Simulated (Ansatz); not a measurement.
A made-up structure of CH3SSi (charge -1), closed shell:

C1  (-0.595, -0.020, -0.787)
Si2  (0.444, 0.016, 0.589)
S3  (2.082, -1.033, 1.106)
H4  (-1.439, 0.664, -0.839)
H5  (-0.472, -0.689, -1.633)
H6  (3.026, -1.984, 1.341)
(Å)

It is relaxed with PBE-D4/def2-SVPD and then PBE0-D4/def2-TZVPD (Ansatz 0.2.0). Atoms count as bonded within 1.22 times the sum of their covalent radii (H–H: 0.88 Å). The end point is not checked to be a true minimum.

Question: Does its bonding change? (Judge from chemistry; the calculation decides.)

Answer: Computed: No: no bond forms or breaks.

Where it ends: The first stage lowers the energy by 1.83 eV in 15 steps. It ends as CH₃SSi ([CH2][Si][SH]), total charge -1:
```
atom    x (Å)    y (Å)    z (Å)
  C1  -0.2901  -0.1642  -0.5886
 Si2   0.3138   0.4289   0.9409
  S3   2.0753  -0.9350   1.3692
  H4  -1.1573   0.3304  -1.0308
  H5   0.0945  -0.9928  -1.1864
  H6   2.0097  -1.7128   0.2719
```

Labels in which every atom is bracketed show which atoms are joined, not bond orders.

For scale, one of the runs: PBE0-D4/def2-TZVPD relaxation, 153 basis functions, launched by `ansatz run in.yaml --threads 2 --pin off --events-out ev --progress --plain --max-ram 4352MiB`. Hardware: 2 CPU threads of an Arm Neoverse V2, shared host. Wall time about 31 s.
